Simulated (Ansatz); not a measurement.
Reaction (isomerisation): `N[SiH2]`• → `[NH][SiH3]`•

Program: Ansatz. Geometries: PBE0-D4/def2-TZVP. ΔE: electronic, gas phase. CBS: MP2 limit from def2 TZ/QZ plus the TZ coupled-cluster correction, frozen cores. DFT in def2-TZVPP. B3LYP here is the variant with VWN-RPA as its local correlation; programs differ in this. HSE06 is defined as in plane-wave codes. No spin–orbit coupling; open shells (•) take unrestricted orbitals.

| level | ΔE (kJ/mol) | difference from CCSD(T)/CBS |
| --- | --- | --- |
| LDA (SPW92) | 130.6 | 36.3 |
| PBE-D4 | 105.1 | 10.8 |
| BLYP-D4 | 92.5 | -1.8 |
| r2SCAN-D4 | 92.7 | -1.6 |
| B97M-V | 86.0 | -8.3 |
| PBE0-D4 | 99.0 | 4.7 |
| r2SCANh-D4 | 91.7 | -2.6 |
| r2SCAN0-D4 | 89.9 | -4.4 |
| HSE06-D4 | 99.2 | 4.9 |
| BHLYP-D4 | 78.1 | -16.2 |
| CAM-B3LYP-D4 | 91.6 | -2.7 |
| ωB97X-V | 87.4 | -6.9 |
| ωB97M-V | 89.6 | -4.7 |
| B2PLYP | 92.7 | -1.6 |
| PBE-QIDH | 98.4 | 4.1 |
| PBE | 104.5 | 10.2 |
| revPBE | 97.0 | 2.7 |
| r2SCAN | 92.6 | -1.7 |
| PBE0 | 98.5 | 4.2 |
| B3LYP | 89.2 | -5.1 |
| r2SCANh | 91.6 | -2.7 |
| r2SCAN0 | 89.7 | -4.6 |
| HSE06 | 98.7 | 4.4 |
| BHLYP | 77.3 | -17.0 |
| CAM-B3LYP | 91.1 | -3.2 |
| LC-ωPBE | 98.7 | 4.4 |
| RPA@PBE/def2-TZVPP | 84.3 | -10.0 |
| HF/def2-SVP | 47.5 | -46.8 |
| MP2/def2-SVP | 107.0 | 12.7 |
| CCSD/def2-SVP | 85.1 | -9.2 |
| CCSD(T)/def2-SVP | 87.9 | -6.4 |
| HF/def2-TZVPP | 45.5 | -48.8 |
| MP2/def2-TZVPP | 110.4 | 16.1 |
| SCS-MP2/def2-TZVPP | 96.3 | 2.0 |
| CCSD/def2-TZVPP | 84.7 | -9.6 |
| CCSD(T)/def2-TZVPP | 89.5 | -4.8 |
| HF/def2-QZVPP | 46.4 | -47.9 |
| MP2/def2-QZVPP | 113.5 | 19.2 |
| SCS-MP2/def2-QZVPP | 99.2 | 4.9 |
| HF/CBS(def2) | 46.5 | -47.8 |
| CCSD(T)/CBS | 94.3 | 0 |

Largest T1 diagnostic among the species: 0.015.

From BLYP to BHLYP (50 % exact exchange), in def2-TZVPP and without D4, ΔE moves by −13.7 kJ/mol. In def2-TZVPP, CCSD(T) changes the Hartree–Fock value by +44.0 kJ/mol (the triples alone add +4.8 kJ/mol) and MP2 by +64.9 kJ/mol. Leaving LDA and LC-ωPBE aside and taking each functional with its dispersion term where it has one, the values spread over 27.0 kJ/mol, from BHLYP-D4 to PBE-D4. LDA lies +26.1 kJ/mol from PBE without D4.
